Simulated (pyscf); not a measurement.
A first-order saddle from PySCF, ωB97X-D3(BJ)/def2-SVP:

```
N
H 1 1.0147
H 1 1.0161 2 112.43
B 1 1.4683 2 120.69 3 160.10
H 4 1.2184 1 114.28 2 -159.99
H 4 1.2200 5 122.33 1 -143.95
H 4 1.3802 5 107.91 6 -112.13
N 7 1.7673 4 108.16 5 -109.11
H 8 1.0256 7 74.69 4 80.47
H 8 1.0536 9 101.29 7 -151.35
```

Surface: singlet, charge 0. Lowest wavenumbers (cm⁻¹): 1305i, 302, 431, 502, 597.

Task: Name the species on either side of this saddle.

Result: H₂N–NH₂ + BH₃ <-> H₂B–NH₂ + NH₃, a four-centre exchange read from left to right: N–N, B–H broken and B–N, H–N formed. At CCSD(T)/def2-TZVPP + ΔMP2(QZVPP) it lies +1.39 eV from the left side and +4.85 eV from the right (each side as separated species at their lowest minima found). On the reactant side the descent ends in an adduct with a B–N contact, 1.63 eV under the separated species and 3.48 eV under the saddle at ωB97X-D3(BJ)/def2-TZVP. What is counted as formed (B–N) is already present as a longer contact in the reactant adduct; forming that adduct is a step of its own. The products may also form a dative adduct at H₂B–NH₂; it and routes through it were not searched. At ωB97X-D3(BJ) the barrier from the zero used here is 1.85 eV. The same reactants have a lower exit, to H₂B–NH–NH₂ + H₂ (barrier +0.15 eV at ωB97M-D3(BJ), against +1.65 eV here). One saddle was located; it need not be the lowest between these sides. A restricted solution here is unstable towards spin polarisation, so biradical character is likely and single-reference numbers are less safe. The CCSD(T) − MP2 part came from Ansatz, without density fitting, on the same reference.
